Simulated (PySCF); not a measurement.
Molecule: `C[C@@H]1NC[C@@H]1F`, C₄H₈FN.

Atoms are numbered as in `[CH3:1][C@@H:2]1[NH:3][CH2:4][C@@H:5]1[F:6]`. Each H is labelled by its parent atom. Ha(C4) is cis to C1 on the ring; Hb(C4) is trans to C1 on the ring.

Geometry PBE0-D3(BJ)/def2-SVP throughout; GIAO in PySCF 2.14.0 with density-fitted response routines, gas phase, one conformer, non-relativistic; equivalent atoms averaged; functional PBE0.

Q: How do the absolute shieldings σ depend on the basis set? (a selection of nuclei; ppm; last column core-seconds on shared hosts with different chips, so compare them loosely)

A: 
```tsv
basis set	functions	C4	C1	N3	F6	H(C2)	Hb(C4)	Ha(C4)	H(C1)	H(N3)	core-s
STO-3G	38	184.4	215.6	282.2	433.7	30.34	30.43	30.45	31.69	33.39	2.8
6-31G	70	146.1	182.7	237.4	394.8	28.60	28.88	28.86	31.32	32.70	5.7
6-31G*	100	142.0	177.4	237.7	397.2	28.18	28.51	28.34	30.80	32.16	8.4
def2-SVP	124	143.3	177.8	243.1	402.1	27.89	28.08	27.99	30.31	31.89	10
pcSseg-1	142	128.9	167.6	229.9	388.1	27.58	27.66	27.62	30.05	31.49	17
6-311+G(2d,p)	210	132.1	170.2	227.3	388.9	27.66	27.91	27.70	30.27	31.68	23
def2-TZVP	234	131.4	169.7	228.8	388.9	27.66	27.90	27.72	30.25	31.68	28
```

Q: Which nucleus among those listed moves most, in ppm?

A: C4 (sp3 CH2 bonded to N): from 128.9 ppm with pcSseg-1 to 184.4 ppm with STO-3G. The smallest spread is 1.64 ppm, at H(C1). Proton shifts span only some 12 ppm, so a few tenths of a ppm matter as much there as several ppm in carbon.

Q: Taking the largest basis, def2-TZVP (234 functions), as the yardstick, rank the others by their worst heavy-atom deviation.

A: 6-311+G(2d,p) 1.4 ppm (210 functions), pcSseg-1 2.5 ppm (142 functions), 6-31G* 10.6 ppm (100 functions), def2-SVP 14.3 ppm (124 functions), 6-31G 14.7 ppm (70 functions), STO-3G 53.5 ppm (38 functions).

A small basis that lands close on one nucleus may do so by chance; judge by the trend and by all nuclei.
